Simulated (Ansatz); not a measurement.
Litharge PbO

All values below come from r²SCAN (Ansatz, a program for electronic structure, PAW).

Run with plane-wave cutoff 560 eV, 8×8×8 k mesh, Fermi–Dirac smearing 0.01 eV, scalar-relativistic PAW data made under PBE.

Cell: measured lattice: a = b = 3.975 Å, c = 5.023 Å, α = β = γ = 90.00°.

| Quantity | Result |
|---|---|
| band gap | 1.51 eV |
| smallest direct gap on the k points sampled | 2.67 eV |
| Γ–Γ gap | 2.82 eV |

Note: cell and atoms aren't relaxed at this level (largest force component 0.08 eV/Å, pressure 1.0 GPa).

Spin–orbit coupling is not included; with these elements it can move the gap by several tenths of an eV or more.
